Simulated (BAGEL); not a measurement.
# SiN2H6 (SMILES NN[SiH3]): a chain of runs

We compute a single-point energy (HF/def2-SVP), then the energy (NEVPT2(2,2)/def2-SVP), then the energy (CASPT2(2,2)/def2-SVP) of SiN2H6. 

The calculation is run with BAGEL 1.2.2.

2 further runs of the same task are left out: 2 set aside as unsound or not needed.

## Step 1: The structure to begin with

SiN2H6 has 9 atoms, charge 0, and is taken as a singlet. As SMILES, `NN[SiH3]`. The Si3–H7 distance was set to 2.016 Å, away from the relaxed value. At this shape a bond of the SMILES string is far longer than usual.

Bond lengths: N1–N2 1.407 Å, N2–Si3 1.714 Å, N1–H4 1.014 Å, N1–H5 1.013 Å, N2–H6 1.005 Å, Si3–H8 1.491 Å, Si3–H9 1.486 Å. Angles: N1–N2–Si3 123.5°, N1–N2–H6 112.1°, Si3–N2–H6 123.5°, N2–N1–H4 110.8°, N2–N1–H5 110.1°, N2–Si3–H8 110.9°, N2–Si3–H9 107.1°, H4–N1–H5 108.5°, H8–Si3–H9 110.4°. A long bond or contact: Si3–H7 2.016 Å.

## Step 2: A single-point energy at HF/def2-SVP (density fitting with svp-jkfit) (run 1)

job.json

```json
{ "bagel": [

{
  "title": "molecule",
  "basis": "svp",
  "df_basis": "svp-jkfit",
  "angstrom": true,
  "geometry": [
    { "atom": "N", "xyz": [      -1.021123,       1.031200,      -0.983315 ] },
    { "atom": "N", "xyz": [      -0.747823,       0.814400,       0.379485 ] },
    { "atom": "Si", "xyz": [      -0.053923,      -0.630400,       0.987285 ] },
    { "atom": "H", "xyz": [      -0.194423,       0.867500,      -1.547715 ] },
    { "atom": "H", "xyz": [      -1.752823,       0.403800,      -1.295815 ] },
    { "atom": "H", "xyz": [      -0.839823,       1.655500,       0.921585 ] },
    { "atom": "H", "xyz": [       1.729200,      -1.040000,       0.139600 ] },
    { "atom": "H", "xyz": [      -0.932123,      -1.801100,       0.704285 ] },
    { "atom": "H", "xyz": [       0.114177,      -0.451100,       2.452785 ] }
  ]
},

{
  "title": "hf"
},

{
  "title": "print",
  "file": "orbitals.molden",
  "orbitals": true
}

]}
```

Run with:

```sh
$ BAGEL_NUM_THREADS=1 BAGEL job.json > job.out
```

Output:

```text
* using 1 threads per process

  ===============================================================
  ===============================================================

  *** Geometry ***

  { "atom" : "N", "xyz" : [     -1.929643,      1.948686,     -1.858196 ] },
  { "atom" : "N", "xyz" : [     -1.413181,      1.538993,      0.717123 ] },
  { "atom" : "Si", "xyz" : [     -0.101900,     -1.191283,      1.865698 ] },
  { "atom" : "H", "xyz" : [     -0.367406,      1.639337,     -2.924757 ] },
  { "atom" : "H", "xyz" : [     -3.312355,      0.763071,     -2.448735 ] },
  { "atom" : "H", "xyz" : [     -1.587035,      3.128442,      1.741543 ] },
  { "atom" : "H", "xyz" : [      3.267714,     -1.965315,      0.263806 ] },
  { "atom" : "H", "xyz" : [     -1.761457,     -3.403586,      1.330906 ] },
  { "atom" : "H", "xyz" : [      0.215763,     -0.852455,      4.635092 ] },

  Number of auxiliary basis functions:      390

  Since a DF basis is specified, we compute 2- and 3-index integrals:
    o Being stored without compression. Storage requirement is 0.018 GB

  Number of basis functions:       76
  Number of electrons      :       34

    * METHOD: MOLECULE                             0.14

  *** RHF ***

  === Nuclear Repulsion ===
   115.4899691614

      * DIIS with orbital gradients will be used.

  === RHF iteration (svp) ===
      0       -400.93839259          0.01626377           0.03
      1       -401.03498424          0.00928977           0.03
      2       -401.06511875          0.00139847           0.03
      3       -401.06627561          0.00028079           0.03
      4       -401.06631262          0.00009947           0.03
      5       -401.06631819          0.00002839           0.03
      6       -401.06631901          0.00000853           0.03
      7       -401.06631911          0.00000205           0.03
      8       -401.06631911          0.00000052           0.03
      9       -401.06631911          0.00000019           0.03
     10       -401.06631911          0.00000005           0.03
     11       -401.06631911          0.00000002           0.03
     12       -401.06631911          0.00000001           0.03
    * SCF iteration converged.

    * Permanent dipole moment:
           (    0.372143,     0.001704,    -0.050143) a.u.

    * METHOD: HF                                   0.49

    * METHOD: PRINT                                0.01

  ===============================================================
```

It took 0.76 s on 1 thread of Arm Neoverse V1, shared host; peak memory 0.15 GiB.

## Step 3: The energy at NEVPT2(2,2)/def2-SVP (density fitting with svp-jkfit) (run 2)

calc.json

```json
{ "bagel": [

{
  "title": "molecule",
  "basis": "svp",
  "df_basis": "svp-jkfit",
  "angstrom": "true",
  "geometry": [
    { "atom": "N", "xyz": [      -1.021123,       1.031200,      -0.983315 ] },
    { "atom": "N", "xyz": [      -0.747823,       0.814400,       0.379485 ] },
    { "atom": "Si", "xyz": [      -0.053923,      -0.630400,       0.987285 ] },
    { "atom": "H", "xyz": [      -0.194423,       0.867500,      -1.547715 ] },
    { "atom": "H", "xyz": [      -1.752823,       0.403800,      -1.295815 ] },
    { "atom": "H", "xyz": [      -0.839823,       1.655500,       0.921585 ] },
    { "atom": "H", "xyz": [       1.729200,      -1.040000,       0.139600 ] },
    { "atom": "H", "xyz": [      -0.932123,      -1.801100,       0.704285 ] },
    { "atom": "H", "xyz": [       0.114177,      -0.451100,       2.452785 ] }
  ]
},

{
  "title": "hf"
},

{
  "title": "nevpt2",
  "nstate": 1,
  "nact": 2,
  "nclosed": 16,
  "active": [15, 18],
  "maxiter": 200,
  "natocc": "true",
  "ncore": 7
},

{
  "title": "print",
  "file": "orbitals.molden",
  "orbitals": "true"
}

]}
```

Run with:

```sh
$ BAGEL_NUM_THREADS=1 BAGEL calc.json > calc.out
```

Output:

```text
* using 1 threads per process

  ===============================================================
  ===============================================================

  *** Geometry ***

  { "atom" : "N", "xyz" : [     -1.929643,      1.948686,     -1.858196 ] },
  { "atom" : "N", "xyz" : [     -1.413181,      1.538993,      0.717123 ] },
  { "atom" : "Si", "xyz" : [     -0.101900,     -1.191283,      1.865698 ] },
  { "atom" : "H", "xyz" : [     -0.367406,      1.639337,     -2.924757 ] },
  { "atom" : "H", "xyz" : [     -3.312355,      0.763071,     -2.448735 ] },
  { "atom" : "H", "xyz" : [     -1.587035,      3.128442,      1.741543 ] },
  { "atom" : "H", "xyz" : [      3.267714,     -1.965315,      0.263806 ] },
  { "atom" : "H", "xyz" : [     -1.761457,     -3.403586,      1.330906 ] },
  { "atom" : "H", "xyz" : [      0.215763,     -0.852455,      4.635092 ] },

  Number of auxiliary basis functions:      390

  Since a DF basis is specified, we compute 2- and 3-index integrals:
    o Being stored without compression. Storage requirement is 0.018 GB

  Number of basis functions:       76
  Number of electrons      :       34

    * METHOD: MOLECULE                             0.14

  *** RHF ***

  === Nuclear Repulsion ===
   115.4899691614

      * DIIS with orbital gradients will be used.

  === RHF iteration (svp) ===
      0       -400.93839259          0.01626377           0.03
      1       -401.03498424          0.00928977           0.03
      2       -401.06511875          0.00139847           0.03
      3       -401.06627561          0.00028079           0.03
      4       -401.06631262          0.00009947           0.03
      5       -401.06631819          0.00002839           0.03
      6       -401.06631901          0.00000853           0.03
      7       -401.06631911          0.00000205           0.03
      8       -401.06631911          0.00000052           0.03
      9       -401.06631911          0.00000019           0.03
     10       -401.06631911          0.00000005           0.03
     11       -401.06631911          0.00000002           0.03
     12       -401.06631911          0.00000001           0.03
    * SCF iteration converged.

    * Permanent dipole moment:
           (    0.372143,     0.001704,    -0.050143) a.u.

    * METHOD: HF                                   0.49

    * freezing 7 orbitals
  ---------------------------
      CASSCF calculation
  ---------------------------

    ==== Active orbitals : =====
         Orbital 15
         Orbital 18
    ============================

    * nstate   :      1
    * nclosed  :     16
    * nact     :      2
    * nvirt    :     58
  === CASSCF iteration (svp) ===

    * Using the second-order algorithm

      0  0      -401.06778079     3.17e-04      0.01

      1  0      -401.08736335     1.83e-03      0.14

      2  0      -401.09024161     3.15e-04      0.15

      3  0      -401.09032912     9.76e-05      0.16

      4  0      -401.09033289     2.67e-05      0.16

      5  0      -401.09033312     6.95e-06      0.16

      6  0      -401.09033313     1.78e-06      0.16

      7  0      -401.09033313     4.52e-07      0.16

      8  0      -401.09033313     1.15e-07      0.16

      9  0      -401.09033313     2.90e-08      0.14

     10  0      -401.09033313     7.35e-09      0.13

    * Second-order optimization converged. *

     guess   0:   closed 1.                   open ..

  === FCI iteration ===

      0  0      -401.06543785     6.92e-02      0.00
      1  0      -401.09031915     1.35e-03      0.00
      2  0 *    -401.09033313     2.57e-16      0.00

     * ci vector, state   0, <S^2> = 0.0000
       2.     0.9841819906
       .2    -0.1771604059

  === DF-NEVPT2 calculation ===

    * 3-index integral transformation done
    * assembly done

      NEVPT2 correlation energy:   -0.4279299005      0.12

          (+0)     -0.3979095318
          (+0)'    -0.0037525402
          (+1)     -0.0078579486
          (+1)'    -0.0000000000
          (+2)     -0.0002499953
          (-1)     -0.0121893698
          (-1)'     0.0000000000
          (-2)     -0.0059705148

      NEVPT2 total energy:       -401.5182630311

    * METHOD: NEVPT2                               1.82

    * METHOD: PRINT                                0.01

  ===============================================================
```

Wall time 2.6 s (1 thread of Arm Neoverse V1, shared host); peak memory 0.15 GiB.

## Step 4: A single-point energy at CASPT2(2,2)/def2-SVP (density fitting with svp-jkfit) (run 3)

input.json

```json
{ "bagel" : [

{
  "title" : "molecule",
  "basis" : "svp",
  "df_basis" : "svp-jkfit",
  "angstrom" : true,
  "geometry" : [
    { "atom" : "N", "xyz" : [   -1.021123,    1.031200,   -0.983315 ] },
    { "atom" : "N", "xyz" : [   -0.747823,    0.814400,    0.379485 ] },
    { "atom" : "Si", "xyz" : [   -0.053923,   -0.630400,    0.987285 ] },
    { "atom" : "H", "xyz" : [   -0.194423,    0.867500,   -1.547715 ] },
    { "atom" : "H", "xyz" : [   -1.752823,    0.403800,   -1.295815 ] },
    { "atom" : "H", "xyz" : [   -0.839823,    1.655500,    0.921585 ] },
    { "atom" : "H", "xyz" : [    1.729200,   -1.040000,    0.139600 ] },
    { "atom" : "H", "xyz" : [   -0.932123,   -1.801100,    0.704285 ] },
    { "atom" : "H", "xyz" : [    0.114177,   -0.451100,    2.452785 ] }
  ]
},
{
  "title" : "hf"
},
{
  "title" : "casscf",
  "nstate" : 1,
  "nact" : 2,
  "nclosed" : 16,
  "active" : [15, 18],
  "maxiter" : 200,
  "natocc" : true
},
{
  "title" : "print",
  "file" : "orbitals.molden",
  "orbitals" : true
},
{
  "title" : "smith",
  "method" : "caspt2",
  "ms" : true,
  "xms" : true,
  "sssr" : true,
  "shift" : 0.2,
  "shift_imag" : true,
  "ncore" : 7
}

]}
```

Run with:

```sh
$ BAGEL_NUM_THREADS=1 BAGEL input.json > input.out
```

Output:

```text
* using 1 threads per process

  ===============================================================
  ===============================================================

  *** Geometry ***

  { "atom" : "N", "xyz" : [     -1.929643,      1.948686,     -1.858196 ] },
  { "atom" : "N", "xyz" : [     -1.413181,      1.538993,      0.717123 ] },
  { "atom" : "Si", "xyz" : [     -0.101900,     -1.191283,      1.865698 ] },
  { "atom" : "H", "xyz" : [     -0.367406,      1.639337,     -2.924757 ] },
  { "atom" : "H", "xyz" : [     -3.312355,      0.763071,     -2.448735 ] },
  { "atom" : "H", "xyz" : [     -1.587035,      3.128442,      1.741543 ] },
  { "atom" : "H", "xyz" : [      3.267714,     -1.965315,      0.263806 ] },
  { "atom" : "H", "xyz" : [     -1.761457,     -3.403586,      1.330906 ] },
  { "atom" : "H", "xyz" : [      0.215763,     -0.852455,      4.635092 ] },

  Number of auxiliary basis functions:      390

  Since a DF basis is specified, we compute 2- and 3-index integrals:
    o Being stored without compression. Storage requirement is 0.018 GB

  Number of basis functions:       76
  Number of electrons      :       34

    * METHOD: MOLECULE                             0.14

  *** RHF ***

  === Nuclear Repulsion ===
   115.4899691614

      * DIIS with orbital gradients will be used.

  === RHF iteration (svp) ===
      0       -400.93839259          0.01626377           0.03
      1       -401.03498424          0.00928977           0.03
      2       -401.06511875          0.00139847           0.03
      3       -401.06627561          0.00028079           0.03
      4       -401.06631262          0.00009947           0.03
      5       -401.06631819          0.00002839           0.03
      6       -401.06631901          0.00000853           0.03
      7       -401.06631911          0.00000205           0.03
      8       -401.06631911          0.00000052           0.03
      9       -401.06631911          0.00000019           0.03
     10       -401.06631911          0.00000005           0.03
     11       -401.06631911          0.00000002           0.03
     12       -401.06631911          0.00000001           0.03
    * SCF iteration converged.

    * Permanent dipole moment:
           (    0.372143,     0.001704,    -0.050143) a.u.

    * METHOD: HF                                   0.48

  ---------------------------
      CASSCF calculation
  ---------------------------

    ==== Active orbitals : =====
         Orbital 15
         Orbital 18
    ============================

    * nstate   :      1
    * nclosed  :     16
    * nact     :      2
    * nvirt    :     58
  === CASSCF iteration (svp) ===

    * Using the second-order algorithm

      0  0      -401.06778079     3.17e-04      0.01

      1  0      -401.08736335     1.83e-03      0.14

      2  0      -401.09024161     3.15e-04      0.15

      3  0      -401.09032912     9.76e-05      0.16

      4  0      -401.09033289     2.67e-05      0.16

      5  0      -401.09033312     6.95e-06      0.17

      6  0      -401.09033313     1.78e-06      0.16

      7  0      -401.09033313     4.52e-07      0.17

      8  0      -401.09033313     1.15e-07      0.16

      9  0      -401.09033313     2.90e-08      0.15

     10  0      -401.09033313     7.35e-09      0.13

    * Second-order optimization converged. *

     guess   0:   closed 1.                   open ..

  === FCI iteration ===

      0  0      -401.06543785     6.92e-02      0.00
      1  0      -401.09031915     1.35e-03      0.00
      2  0 *    -401.09033313     2.57e-16      0.00

     * ci vector, state   0, <S^2> = 0.0000
       2.     0.9841819906
       .2    -0.1771604059

    * METHOD: CASSCF                               1.63

    * METHOD: PRINT                                0.01

  === SMITH program ===

    * freezing 7 orbitals

    * Approximate memory requirement for SMITH calulation per MPI process:
      o Storage requirement for T-amplitude, lambda, and residual is 0.01 GB
      o Storage requirement for MO integrals is 0.00 GB
    * Calculating and saving rdm4f

    * Zeroth order energy : state  0       -0.7572145021

    * CASPT2 iteration is performed using orthogonal basis

      -------------------------------------------  CASPT2 iteration  ---------------------------------------------------
       #      aibj      arbs      arbi      airj      risj      airs      arst      rist         Etot      error   time
      ------------------------------------------------------------------------------------------------------------------

       0  -0.39696  -0.00718  -0.01249  -0.00859  -0.00038  -0.00333  -0.00000  -0.00000   -0.4289346  0.0008811   0.05
       1  -0.39707  -0.00721  -0.01252  -0.00872  -0.00041  -0.00339   0.00000  -0.00000   -0.4293234  0.0001478   0.04
       2  -0.39708  -0.00721  -0.01252  -0.00873  -0.00041  -0.00339  -0.00000  -0.00000   -0.4293332  0.0000320   0.04
       3  -0.39708  -0.00721  -0.01252  -0.00872  -0.00041  -0.00339  -0.00000  -0.00000   -0.4293336  0.0000068   0.04
       4  -0.39708  -0.00721  -0.01252  -0.00872  -0.00041  -0.00339   0.00000  -0.00000   -0.4293337  0.0000012   0.05
       5  -0.39708  -0.00721  -0.01252  -0.00872  -0.00041  -0.00339  -0.00000  -0.00000   -0.4293337  0.0000002   0.05

      ------------------------------------------------------------------------------------------------------------------

    * CASPT2 energy : state  0     -401.5216963773
        w/o shift correction       -401.5196667970
        reference weight              0.8792728148

    * METHOD: SMITH                                0.39

  ===============================================================
```

Wall time 2.8 s (1 thread of Arm Neoverse V1, shared host); peak memory 0.15 GiB.

## Step 5: Outcome

| quantity | value |
| --- | --- |
| run 1, HF/def2-SVP: total energy | -401.06632 Eh |
| run 1, HF/def2-SVP: dipole moment | 0.95 D |
| run 1, HF/def2-SVP: HOMO energy | -10.09 eV |
| run 1, HF/def2-SVP: LUMO energy | 3.57 eV |
| run 1, HF/def2-SVP: HOMO–LUMO gap | 13.66 eV |
| run 2, NEVPT2(2,2)/def2-SVP: total energy | -401.51826 Eh |
| run 3, CASPT2(2,2)/def2-SVP: total energy | -401.52170 Eh |
